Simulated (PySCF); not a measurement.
# Static response to an electric field

Species: C3H5FS.
Geometry (GFN2-xTB, Å), atoms numbered from 1 in this order:
```
atom  x, y, z in Å
F1     1.5579    0.8365   -1.1647
C2     1.2355    0.1308   -0.0298
C3    -0.1999    0.3964    0.3446
C4    -1.2830   -0.4096   -0.2707
S5    -0.9624   -0.7933    1.4595
H6     1.3982   -0.9292   -0.2500
H7     1.9218    0.4637    0.7561
H8    -0.4136    1.4354    0.5741
H9    -2.2344    0.0634   -0.4719
H10   -1.0113   -1.1893   -0.9698
```

Level: PBE0/def2-SVPD (PySCF), static field, nuclei fixed, core orbitals frozen in the response. The polarisability tensor in these axes (au):

```
x   56.91  3.89 -3.39
y    3.89 51.47 -5.35
z   -3.39 -5.35 58.88
```

Task: What are the eigenvalues, a third of the trace, and Δα (Δα² = ½Σ(αi − αj)² over the three pairs)?

Result: Principal values 48.17, 54.36 and 64.72 au; mean 55.75 au = 8.26 Å³ = 9.19 × 10⁻⁴⁰ C²·m²/J; Δα = 14.48 au (26 % of the mean).

Task: What is the dipole moment, and where does it point?

Result: (-0.43, -0.03, -0.13) D, 0.45 D in size, pointing from the negative to the positive side. Measured along this direction, the outermost atoms are H7 at the negative end and H9 at the positive end.

Task: What would n − 1 = 2πNα be for an ideal gas of these molecules at 273.15 K and 1 atm, electronic part alone?

Result: N = p/kT = 2.6868 × 10¹⁹ cm⁻³, so n − 1 = 2π × N × 8.26 × 10⁻²⁴ cm³ = 1395 × 10⁻⁶ at long wavelengths, for an ideal gas.

Task: What are the principal values of the traceless quadrupole moment, Θ = ½Σq(3rr − r²1), about the centre of nuclear charge?

Result: -10.73, 3.43, 7.31 D·Å. The values depend on the origin, since the dipole doesn't vanish. The electronic extent ⟨r²⟩ about the same centre is 572 bohr², a root-mean-square distance of 1.83 Å for the 48 electrons.

Task: Along which axes do the principal values lie, and how far do the nuclei extend along each?

Result: Largest value along (-0.53, -0.45, 0.72), where the nuclei span 3.96 Å; middle along (0.81, -0.01, 0.59), 4.07 Å; least along (-0.26, 0.89, 0.37), 2.88 Å. 

One conformer (not necessarily the lowest) at the GFN2-xTB geometry, without solvent, vibrations or thermal averaging.
